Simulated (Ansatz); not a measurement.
Geometry optimisation, RKS B3LYP-D4/def2-SVP (Ansatz 0.2.0).

The input (input.yaml):

```yaml
crystal:
  periodic: [false, false, false]
  atoms:
    - { symbol: "N", position_ang: [-1.489, 0.1781, 0.4431] }
    - { symbol: C, position_ang: [-0.4477, -0.6648, 0.0331] }
    - { symbol: "N", position_ang: [0.8764, -0.1593, 0.874] }
    - { symbol: C, position_ang: [0.8466, -0.1085, -0.3572] }
    - { symbol: O, position_ang: [1.4029, 0.2482, -1.4551] }
    - { symbol: H, position_ang: [-2.18892, 0.38064, -0.34871] }
    - { symbol: H, position_ang: [-2.08541, -0.28276, 1.13228] }
    - { symbol: H, position_ang: [-0.5379, -1.7136, 0.146] }
    - { symbol: H, position_ang: [2.2755, 0.623, -1.1454] }
basis:
  gaussian: { orbitals: def2-SVP }
hamiltonian:
  xc: b3lyp
  dispersion: d4
relax:
  f_tol: 0.015
  max_steps: 40
```

Run as:

```bash
$ ansatz run input.yaml --threads 1 --pin off --max-ram 2048MiB --backend cpu --events-out ev --progress --plain --runs-dir out
```

**Question.** Where does it end, and by what steps?

**Answer.** The run converged. After 17 steps the energy has fallen by 0.547 eV; H6 moved furthest, 0.47 Å.

```tsv
step	energy less start (eV)	largest force component (eV/Å)	accepted
0	0.0000	3.316	yes
1	-0.4061	1.908	yes
2	-0.4962	0.618	yes
3	-0.4117	1.256	no
4	-0.5334	0.136	yes
5	-0.5370	0.105	yes
6	-0.5397	0.103	yes
7	-0.5412	0.300	yes
8	-0.5433	0.121	yes
9	-0.5456	0.140	yes
10	-0.5320	0.398	no
11	-0.5468	0.057	yes
12	-0.5470	0.063	yes
13	-0.5473	0.047	yes
14	-0.5473	0.062	no
15	-0.5474	0.030	yes
16	-0.5474	0.034	no
17	-0.5474	0.006	yes
```

```xyz
9
Properties=species:S:1:pos:R:3
N -1.551 0.089 0.480
C -0.391 -0.681 0.259
N 0.995 -0.177 0.872
C 0.776 -0.138 -0.360
O 1.322 0.275 -1.499
H -1.831 0.679 -0.297
H -2.341 -0.442 0.833
H -0.515 -1.771 0.327
H 2.189 0.667 -1.293
```

Time of the run: 34 s on 1 thread of Intel(R) Xeon(R) 6975P-C (Granite Rapids), with other jobs on the host, peak memory 0.2 GiB.
